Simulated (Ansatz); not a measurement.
System: TlInSe2 (I4/mcm, No. 140). Method: PBEsol (Ansatz, a program for electronic structure, PAW).

Run with plane-wave cutoff 520 eV, 8×8×8 k mesh, Fermi–Dirac smearing 0.01 eV, scalar-relativistic PAW data made under PBE.

Cell (measured lattice):

Space group I4/mcm (No. 140); a = 8.0750 Å, b = 8.0750 Å, c = 6.8470 Å, α = 90.00°, β = 90.00°, γ = 90.00°

```csv
atom,site,symmetry,x,y,z
In,4b,-42m,0.0000,0.5000,0.2500
Tl,4a,422,0.0000,0.0000,0.2500
Se,8h,m.2m,0.3286,0.1714,0.0000
```
(The calculation used a cell of 8 atoms; values per cell refer to that cell.)

Q: Estimate the band gap and Γ–Γ gap that the calculation returns.

A: 
- band gap: 0.50 eV
- Γ–Γ gap: 2.86 eV

Measured, for comparison: band gap 1.12 eV (temperature not stated, no zero-point or thermal correction, thermal gap; as tabulated in arXiv:0804.1639).

Note: cell and atoms aren't relaxed at this level.

Spin–orbit coupling is not included; with these elements it can move the gap by several tenths of an eV or more.

Static lattice: no zero-point or thermal effects.

Cost on a shared machine: around 3 core-minutes (rough).
